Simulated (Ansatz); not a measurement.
Compare A (`CC1=CC1F`) with its isomer B (`CC#CCF`).

Program: Ansatz. Geometries: PBE0-D4/def2-TZVP. ΔE: electronic, gas phase. CBS: MP2 limit from def2 TZ/QZ plus the TZ coupled-cluster correction, frozen cores. Functionals use def2-TZVPP.

(1) Which is lower in electronic energy at CCSD(T)/CBS, and by how much? (Best estimate.)

(2) Give E(B) − E(A) in kcal/mol with BLYP-D4, r2SCAN-D4, ωB97M-V, CCSD(T)/def2-SVP, CCSD(T)/def2-TZVPP, HF/def2-TZVPP, LDA (SPW92). (An estimate is asked.)

(3) Does the order hold for the free energy at 298.15 K (harmonic terms from PBE0-D4)? (Best estimate.)

Largest T1 diagnostic: 0.011.

## Answers

(1) Ansatz gave: B, by 9.9 kcal/mol.

(2) Ansatz gave: BLYP-D4 -11.0, r2SCAN-D4 -6.5, ωB97M-V -7.8, CCSD(T)/def2-SVP -8.9, CCSD(T)/def2-TZVPP -10.6, HF/def2-TZVPP -14.0, LDA (SPW92) -2.3. None reverses the order clearly.

(3) The calculation gave: Yes: G(B) − G(A) = -11.3 kcal/mol. Modes under 60 cm⁻¹, often nearly free rotors, make the harmonic entropy too high.

From BLYP to BHLYP (50 % exact exchange), in def2-TZVPP and without D4, E(B) − E(A) moves by +1.2 kcal/mol. Leaving LDA and LC-ωPBE aside and taking each functional with its dispersion term where it has one, the values, not all of them listed here, spread over 6.3 kcal/mol, from B2PLYP to PBE0-D4. LDA lies +3.6 kcal/mol from PBE without D4.
